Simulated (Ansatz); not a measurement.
# Nudged elastic band run: C2H7Si, charge -1

The input (input.yaml):

```yaml
crystal:
  periodic: [false, false, false]
  atoms:
    - { symbol: C, position_ang: [-1.085161, 0.738845, -0.719485] }
    - { symbol: C, position_ang: [0.323634, 0.215966, -0.592789] }
    - { symbol: Si, position_ang: [0.922085, -0.679365, 0.838454] }
    - { symbol: H, position_ang: [-1.883512, 0.042179, -1.130305] }
    - { symbol: H, position_ang: [-1.164627, 1.648408, -1.377906] }
    - { symbol: H, position_ang: [-1.491239, 1.06367, 0.270729] }
    - { symbol: H, position_ang: [0.812306, -0.052218, -1.554721] }
    - { symbol: H, position_ang: [0.532659, -2.148265, 1.290916] }
    - { symbol: H, position_ang: [0.586056, 0.027944, 2.167754] }
    - { symbol: H, position_ang: [2.44781, -0.857164, 0.807362] }
total_charge: -1
basis:
  gaussian: { orbitals: def2-SVP }
hamiltonian:
  xc: pbe
neb:
  order_check: false
  images: 7
  f_tol: 0.05
  max_iterations: 60
  final_atoms:
    - { symbol: C, position_ang: [-0.73439913, 0.64957107, -0.52884315] }
    - { symbol: C, position_ang: [0.67411797, 0.06131509, -0.39654423] }
    - { symbol: Si, position_ang: [1.02401999, -1.1947333, 1.11765814] }
    - { symbol: H, position_ang: [-1.48765811, -0.16153698, -0.63871059] }
    - { symbol: H, position_ang: [-0.87159274, 1.35251985, -1.39410766] }
    - { symbol: H, position_ang: [-1.014934, 1.20234928, 0.39476684] }
    - { symbol: H, position_ang: [0.94557801, -0.47246236, -1.33934258] }
    - { symbol: H, position_ang: [-0.28721326, -2.0396087, 0.8962357] }
    - { symbol: H, position_ang: [0.33331764, -0.2872925, 2.20487598] }
    - { symbol: H, position_ang: [1.41877463, 0.88987856, -0.31597945] }
  initial_path:
    images:
      - { positions_ang: [[-1.085161, 0.738845, -0.719485], [0.323634, 0.215966, -0.592789], [0.922085, -0.679365, 0.838454], [-1.883512, 0.042179, -1.130305], [-1.164627, 1.648408, -1.377906], [-1.491239, 1.06367, 0.270729], [0.812306, -0.052218, -1.554721], [0.532659, -2.148265, 1.290916], [0.586056, 0.027944, 2.167754], [2.44781, -0.857164, 0.807362]] }
      - { positions_ang: [[-1.04318327, 0.73056815, -0.70053683], [0.36691669, 0.20635193, -0.56816162], [0.91105557, -0.72519878, 0.86001756], [-1.82837084, 0.02529528, -1.101609], [-1.11132979, 1.62469435, -1.37003452], [-1.44077143, 1.06415362, 0.28292119], [0.82381912, -0.09101161, -1.53174735], [0.48592598, -2.17251989, 1.30465625], [0.58182279, -0.0102091, 2.17537585], [2.25412617, -0.65212396, 0.64912745]] }
      - { positions_ang: [[-1.00120554, 0.72229131, -0.68158866], [0.41019939, 0.19673786, -0.54353423], [0.90002614, -0.77103257, 0.88158112], [-1.77322969, 0.00841156, -1.07291299], [-1.05803258, 1.60098069, -1.36216305], [-1.39030385, 1.06463724, 0.29511338], [0.83533224, -0.12980521, -1.50877369], [0.43919297, -2.19677478, 1.3183965], [0.57758958, -0.04836219, 2.1829977], [2.06044235, -0.44708391, 0.49089291]] }
      - { positions_ang: [[-0.95922781, 0.71401446, -0.66264048], [0.45348208, 0.1871238, -0.51890685], [0.88899671, -0.81686635, 0.90314468], [-1.71808853, -0.00847217, -1.04421699], [-1.00473537, 1.57726704, -1.35429157], [-1.33983628, 1.06512087, 0.30730558], [0.84684536, -0.16859882, -1.48580004], [0.39245995, -2.22102966, 1.33213675], [0.57335637, -0.08651529, 2.19061955], [1.86675852, -0.24204387, 0.33265836]] }
      - { positions_ang: [[-0.91725008, 0.70573761, -0.64369231], [0.49676477, 0.17750973, -0.49427946], [0.87796728, -0.86270013, 0.92470825], [-1.66294738, -0.02535589, -1.01552099], [-0.95143816, 1.55355338, -1.34642009], [-1.28936871, 1.06560449, 0.31949777], [0.85835848, -0.20739243, -1.46282638], [0.34572694, -2.24528455, 1.345877], [0.56912316, -0.12466839, 2.19824141], [1.6730747, -0.03700382, 0.17442382]] }
      - { positions_ang: [[-0.87153735, 0.69169597, -0.61498002], [0.54110307, 0.14846107, -0.46984566], [0.91448046, -0.94570843, 0.97294572], [-1.61912506, -0.05940116, -0.92131839], [-0.9314768, 1.503295, -1.35834198], [-1.22076003, 1.09979068, 0.33831504], [0.88016336, -0.27365991, -1.43195543], [0.18749189, -2.19386559, 1.23346667], [0.51017178, -0.16532441, 2.19990005], [1.60949968, 0.19471677, 0.051823]] }
      - { positions_ang: [[-0.82582461, 0.67765434, -0.58626773], [0.58544137, 0.11941241, -0.44541185], [0.95099364, -1.02871672, 1.02118319], [-1.57530274, -0.09344643, -0.82711579], [-0.91151545, 1.45303662, -1.37026388], [-1.15215135, 1.13397688, 0.3571323], [0.90196824, -0.3399274, -1.40108448], [0.02925684, -2.14244663, 1.12105635], [0.4512204, -0.20598044, 2.20155869], [1.54592466, 0.42643737, -0.07077781]] }
      - { positions_ang: [[-0.78011187, 0.6636127, -0.55755544], [0.62977967, 0.09036375, -0.42097804], [0.98750682, -1.11172501, 1.06942067], [-1.53148043, -0.1274917, -0.73291319], [-0.89155409, 1.40277823, -1.38218577], [-1.08354268, 1.16816308, 0.37594957], [0.92377313, -0.40619488, -1.37021353], [-0.12897821, -2.09102766, 1.00864602], [0.39226902, -0.24663647, 2.20321734], [1.48234965, 0.65815796, -0.19337863]] }
      - { positions_ang: [[-0.73439913, 0.64957107, -0.52884315], [0.67411797, 0.06131509, -0.39654423], [1.02401999, -1.1947333, 1.11765814], [-1.48765811, -0.16153698, -0.63871059], [-0.87159274, 1.35251985, -1.39410766], [-1.014934, 1.20234928, 0.39476684], [0.94557801, -0.47246236, -1.33934258], [-0.28721326, -2.0396087, 0.8962357], [0.33331764, -0.2872925, 2.20487598], [1.41877463, 0.88987856, -0.31597945]] }
```

Run as:

```bash
$ ansatz run input.yaml --threads 1 --pin off --max-ram 2048MiB --backend cpu --events-out ev --progress --plain --runs-dir out
```

Output, in part (warnings, iteration lines, the closing report on the highest movable image, with atoms numbered from 0):

```
NEB end point (image 0): max|allowed force component| = 7.780e-3 eV/Å (the criterion of neb.relax_end_points is 1.000e-2)
NEB end point (image 8): max|allowed force component| = 9.351e-3 eV/Å (the criterion of neb.relax_end_points is 1.000e-2)
NEB iter   1: max|band force component| = 6.305e0 eV/Å  barrier→ = 2.5591 eV  barrier← = 3.4237 eV  Δτ_max = 0.1843 Å  (234 SCF iters)
NEB iter   2: max|band force component| = 2.298e0 eV/Å  barrier→ = 1.7270 eV  barrier← = 2.5916 eV  Δτ_max = 0.1577 Å  (192 SCF iters)
NEB iter   3: max|band force component| = 8.897e-1 eV/Å  barrier→ = 1.4723 eV  barrier← = 2.3369 eV  Δτ_max = 0.0783 Å  (192 SCF iters)
NEB iter   4: max|band force component| = 9.585e-1 eV/Å  barrier→ = 1.4893 eV  barrier← = 2.3539 eV  CI = image 4  Δτ_max = 0.1546 Å  (202 SCF iters)
NEB iter   5: max|band force component| = 5.448e-1 eV/Å  barrier→ = 1.5562 eV  barrier← = 2.4208 eV  CI = image 4  Δτ_max = 0.0331 Å  (197 SCF iters)
NEB iter   6: max|band force component| = 2.752e-1 eV/Å  barrier→ = 1.5501 eV  barrier← = 2.4147 eV  CI = image 4  Δτ_max = 0.0686 Å  (205 SCF iters)
NEB iter   7: max|band force component| = 1.435e-1 eV/Å  barrier→ = 1.5505 eV  barrier← = 2.4151 eV  CI = image 4  Δτ_max = 0.0330 Å  (202 SCF iters)
NEB iter   8: max|band force component| = 3.083e-2 eV/Å  barrier→ = 1.5479 eV  barrier← = 2.4125 eV  CI = image 4  Δτ_max = 0.0000 Å  (381 SCF iters)
Total energy: -10051.39952035 eV, -369.3821192896 hartree
Atom 0 at    -0.986998     0.713873    -0.684026 Å, force     0.019216     0.009928     0.005079 eV/Å
Atom 1 at     0.361984     0.059053    -0.471738 Å, force     0.019473    -0.010776    -0.002962 eV/Å
Atom 2 at     0.997639    -0.980620     0.931793 Å, force    -0.002168    -0.005649    -0.006379 eV/Å
Atom 3 at    -1.806121    -0.010047    -0.968436 Å, force    -0.005435    -0.003129    -0.000919 eV/Å
Atom 4 at    -0.987265     1.497033    -1.482599 Å, force    -0.012466     0.002052    -0.002408 eV/Å
Atom 5 at    -1.355055     1.210470     0.242984 Å, force    -0.006751    -0.000285    -0.000129 eV/Å
Atom 6 at     0.933438    -0.116749    -1.405668 Å, force    -0.004294     0.002444    -0.001149 eV/Å
Atom 7 at     0.211331    -2.317574     1.340626 Å, force    -0.002204    -0.000729     0.004551 eV/Å
Atom 8 at     0.693914    -0.211275     2.233276 Å, force    -0.004121     0.001772     0.007002 eV/Å
Atom 9 at     1.937144     0.155836     0.263796 Å, force    -0.001250     0.004371    -0.002687 eV/Å
Dipole moment:    -0.441779     0.373849    -0.404231 e Å
```

The forces met the threshold. A vibrational analysis at the climbing image gives one clearly imaginary mode, 1015i cm⁻¹: a first-order saddle point. The orbitals stay closed-shell, which can raise the energy where a bond breaks towards radicals; this wasn't checked here. Limits of this set-up: an anion without diffuse functions, the dipole of an ion depends on the origin.

Final band (atoms are numbered from 1 in the order of the input):

| image | path coordinate (Å) | energy (eV) | Si3–H10 (Å) | C2–H10 (Å) |
| --- | --- | --- | --- | --- |
| 0 | 0.00 | 0.00 | 1.54 | 2.76 |
| 1 | 0.42 | 0.08 | 1.53 | 2.62 |
| 2 | 0.83 | 0.53 | 1.52 | 2.36 |
| 3 | 1.25 | 1.19 | 1.54 | 2.08 |
| 4 | 1.66 | 1.55 | 1.62 | 1.74 |
| 5 | 2.15 | 0.69 | 1.81 | 1.29 |
| 6 | 2.63 | -0.47 | 2.17 | 1.13 |
| 7 | 3.11 | -0.81 | 2.45 | 1.12 |
| 8 | 3.60 | -0.86 | 2.56 | 1.12 |

Time of the run: 110 s on 1 thread of Arm Neoverse V2 (shared host), peak memory 0.11 GiB.
